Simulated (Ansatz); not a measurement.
Consider the formal hydrolysis of a C–S bond: `CSCCN` + H₂O → `NCCO` + CH₃SH.

Computed with Ansatz on PBE0-D4/def2-TZVP structures; ΔE is electronic, products minus reactants. CBS: MP2 limit from def2 TZ/QZ plus the TZ coupled-cluster correction, frozen cores. This one scheme is used for every species. DFT in def2-TZVPP. B3LYP here is the variant with VWN-RPA as its local correlation; programs differ in this. HSE06 is defined as in plane-wave codes. Each species was taken in one conformer, which may not be the lowest.

```csv
level,ΔE (kJ/mol),difference from CCSD(T)/CBS
LDA (SPW92),44.6,-5.1
PBE-D4,47.5,-2.2
revPBE-D4,51.5,1.8
BLYP-D4,43.4,-6.3
r2SCAN-D4,43.7,-6.0
B97M-V,40.8,-8.9
B3LYP-D4,41.6,-8.1
r2SCANh-D4,43.7,-6.0
r2SCAN0-D4,43.8,-5.9
HSE06-D4,46.0,-3.7
CAM-B3LYP-D4,36.1,-13.6
ωB97X-V,38.7,-11.0
ωB97M-V,42.0,-7.7
PBE,40.4,-9.3
revPBE,37.4,-12.3
BLYP,29.5,-20.2
r2SCAN,41.5,-8.2
PBE0,39.9,-9.8
B3LYP,30.5,-19.2
r2SCANh,41.4,-8.3
r2SCAN0,41.3,-8.4
HSE06,40.0,-9.7
BHLYP,28.9,-20.8
CAM-B3LYP,29.4,-20.3
LC-ωPBE,37.3,-12.4
RPA@PBE/def2-TZVPP,36.6,-13.1
HF/def2-SVP,5.8,-43.9
MP2/def2-SVP,34.3,-15.4
CCSD/def2-SVP,22.3,-27.4
HF/def2-TZVPP,19.8,-29.9
MP2/def2-TZVPP,53.5,3.8
SCS-MP2/def2-TZVPP,44.2,-5.5
CCSD/def2-TZVPP,39.1,-10.6
CCSD(T)/def2-TZVPP,43.5,-6.2
HF/def2-QZVPP,20.0,-29.7
MP2/def2-QZVPP,57.1,7.4
SCS-MP2/def2-QZVPP,47.7,-2.0
HF/CBS(def2),20.0,-29.7
MP2/CBS(def2),59.7,10.0
CCSD/CBS(def2),45.3,-4.4
CCSD(T)/CBS,49.7,0
```

Largest T1 diagnostic among the species: 0.010.

At CCSD(T), def2-SVP lies −24.2 kJ/mol from the extrapolated value and def2-TZVPP −6.2 kJ/mol. In def2-TZVPP, CCSD(T) changes the Hartree–Fock value by +23.7 kJ/mol (the triples alone add +4.4 kJ/mol) and MP2 by +33.7 kJ/mol. Leaving LDA and LC-ωPBE aside and taking each functional with its dispersion term where it has one, the values spread over 15.4 kJ/mol, from CAM-B3LYP-D4 to revPBE-D4. LDA lies +4.2 kJ/mol from PBE without D4.

CCSD(T)/CBS has its own doubt, a few kJ/mol and more with outer-core shells, so smaller differences from it don't rank the levels.
